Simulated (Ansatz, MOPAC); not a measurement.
Molecule: C$_{3}$H$_{5}$, charge 0, multiplicity 2. SMILES: [CH]1CC1
Structure (B3LYP-D3(BJ)/def2-TZVP (Ansatz, an electronic-structure program) minimum search):
```
C
H 1 1.0855
H 1 1.0858 2 113.67
C 1 1.4623 2 119.08 3 148.66
H 4 1.0784 1 132.36 2 -130.97
C 4 1.4623 5 132.36 1 90.32
H 6 1.0855 4 119.08 5 130.97
H 6 1.0858 7 113.67 4 148.66
```
Charge 0, spin multiplicity 2.

Wanted: size of the dipole moment, in D. Terms: LANL2DZ all-electron up to Ne; non-relativistic; no spin-orbit coupling; six Cartesian d functions in 6-31G* and its kin unless marked 5d; no dispersion term unless named; UHF or UKS for open shells. Ab initio and DFT rows: single points at B3LYP-D3(BJ) geometries (Ansatz). Semi-empirical rows: dipoles at the shared geometry.

```json
[
 {"level": "PM6", "program": "MOPAC", "size of the dipole moment (D)": "0.76"},
 {"level": "MNDO", "program": "MOPAC", "size of the dipole moment (D)": "0.53"},
 {"level": "PBE/6-31G*", "program": "Ansatz", "size of the dipole moment (D)": "0.58"},
 {"level": "BLYP/6-31G*", "program": "Ansatz", "size of the dipole moment (D)": "0.56"},
 {"level": "B3LYP/LANL2DZ", "program": "Ansatz", "size of the dipole moment (D)": "0.78"},
 {"level": "B3LYP/6-31G*", "program": "Ansatz", "size of the dipole moment (D)": "0.56"}
]
```

No value to compare with is used here. The 6 habitual levels span 0.53 (MNDO) to 0.78 D (B3LYP/LANL2DZ).

The levels are drawn from those run, B3LYP/6-31G* more often than the rest, none by its result; runs whose electronic state is in doubt are left out.
